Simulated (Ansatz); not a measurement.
# S₂F₂: vertical ionisation energy

One table from this session's results is given with a row withheld; the runs are named, their logs left out.

The runs use Ansatz 0.2.0, Gaussian basis; unrestricted cation, the program's frozen cores in correlated methods.

Levels to be run: UKS PBE-D4/def2-TZVPP; UKS r2SCAN-D4/def2-TZVPP; UKS PBE0-D4/def2-TZVPP; UKS B3LYP-D4/def2-TZVPP; UKS wB97X-V/def2-TZVPP; UKS wB97M-V/def2-TZVPP; UKS B2PLYP/def2-TZVPP; UHF-CCSD(T)/def2-TZVPP; UHF-MP2/def2-QZVPP; extrapolation to the limit; then −ε(HOMO) from the neutral's earlier runs with LDA (SPW92), PBE-D4, revPBE-D4, BLYP-D4, r2SCAN-D4, B97M-V, PBE0-D4, B3LYP-D4, r2SCANh-D4, r2SCAN0-D4, HSE06-D4, BHLYP-D4, CAM-B3LYP-D4, LC-ωPBE, ωB97X-V, ωB97M-V.

### Structure used throughout

An earlier PBE0-D4 in a triple-zeta def2 set relaxation fixed the geometry.

SMILES `FS(F)=S`, 4 atoms, charge 0, spin multiplicity 1.

Atoms are counted from 1 here; the program's logs count them from 0.

Bond lengths: F1–S2 1.606 Å, S2–F3 1.606 Å, S2–S4 1.859 Å. Angles: F1–S2–F3 92.0°, F1–S2–S4 107.9°, F3–S2–S4 107.9°.

Set-up of the first run:

Contents of in.yaml:

```yaml
crystal:
  periodic: [false, false, false]
  atoms:
    - {symbol: F, position_ang: [0.735138, 0.336374, 1.198850]}
    - {symbol: S, position_ang: [-0.481009, -0.090007, 0.240681]}
    - {symbol: F, position_ang: [0.313809, -1.382255, -0.285877]}
    - {symbol: S, position_ang: [-0.567950, 1.135877, -1.153655]}
basis:
  gaussian: {orbitals: def2-TZVPP}
total_charge: 1
magnetization: {spin_polarized: true, initial_magnetization: 1}
hamiltonian: {xc: pbe, dispersion: d4}
```

The run is started by

```console
ansatz run in.yaml --threads 4 --pin off --events-out ev --progress --plain --max-ram 10444MiB
```

Among the steps run: Cation, UKS PBE-D4/def2-TZVPP; Cation, UKS r2SCAN-D4/def2-TZVPP; Cation, UKS PBE0-D4/def2-TZVPP; Cation, UKS B3LYP-D4/def2-TZVPP; Cation, UKS wB97X-V/def2-TZVPP; Cation, UKS wB97M-V/def2-TZVPP; Cation, UKS B2PLYP (frozen core)/def2-TZVPP; Cation, UHF-CCSD(T)/def2-TZVPP; Cation, UHF-MP2/def2-QZVPP.

One table of the session follows, with a row left open; its other results are not shown here.

For comparison, −ε(HOMO) of the neutral from earlier runs:

| functional | −ε(HOMO) (eV) |
| --- | --- |
| LDA (SPW92) | 7.09 |
| PBE-D4 | 6.91 |
| revPBE-D4 | 6.84 |
| BLYP-D4 | 6.75 |
| r2SCAN-D4 | 7.18 |
| B97M-V | 7.22 |
| PBE0-D4 | 8.12 |
| B3LYP-D4 | 7.89 |
| r2SCANh-D4 | 7.63 |
| r2SCAN0-D4 | 8.30 |
| HSE06-D4 | ? |
| BHLYP-D4 | 9.19 |
| CAM-B3LYP-D4 | 9.42 |
| LC-ωPBE | 10.75 |
| ωB97X-V | 10.39 |
| ωB97M-V | 10.22 |

**Question.** Estimate the row for HSE06-D4.

As computed: −ε(HOMO) (eV): 7.72. In the column «−ε(HOMO) (eV)» it lies between r2SCANh-D4 (7.63) and B3LYP-D4 (7.89).
